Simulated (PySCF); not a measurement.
**Stretching MgP**

Set-up: Mg x2c-TZVPPall, P x2c-TZVPPall; spin-free X2C with a Gaussian nucleus (PySCF 2.14). Energies in eV from Mg + P in their ground configurations at the same level. State: ⁴Σ⁻ (quartet), unpaired electrons σ ↑, π ↑↑.

```
R (Å)   B2PLYP      PBE    M06-L
2.187  -0.1307  -0.3740  -0.3424
2.289  -0.4075  -0.6557  -0.6132
2.390  -0.5574  -0.8124  -0.7566
2.467  -0.6103  -0.8709  -0.8047
2.543  -0.6262  -0.8925  -0.8156
2.619  -0.6153  -0.8868  -0.8012
2.721  -0.5725  -0.8496  -0.7561
2.848  -0.4935  -0.7741  -0.6777
3.001  -0.3878  -0.6644  -0.5722
3.204  -0.2613  -0.5163  -0.4355
```

Problem. Put a parabola through the three lowest points of the B2PLYP curve and estimate Re, k and ωe (reduced mass 13.52 u; 1 eV/Å² = 0.16022 mdyn/Å; ωe = 1302.8·√(k/μ) cm⁻¹).

Solution. Through R = 2.467, 2.543, 2.619 Å the second-order coefficient is 2.32 eV/Å², so Re ≈ 2.550 Å, k ≈ 0.743 mdyn/Å and ωe ≈ 305 cm⁻¹. A polynomial fit of higher order to the unrounded B2PLYP energies gives Re = 2.546 Å, k = 0.727 mdyn/Å, ωe = 302 cm⁻¹; anharmonicity and rounding make the difference.

The higher-order fit for each curve: B2PLYP: Re = 2.546 Å, ωe = 302 cm⁻¹, De = 0.63 eV; PBE: Re = 2.562 Å, ωe = 294 cm⁻¹, De = 0.89 eV; M06-L: Re = 2.534 Å, ωe = 304 cm⁻¹, De = 0.82 eV.

Correlated steps freeze 6 core orbitals. B2PLYP dipoles, levels and charges come from its SCF part alone. The state is the lowest determinant that a PBE0 search found; another state may lie lower at other levels.
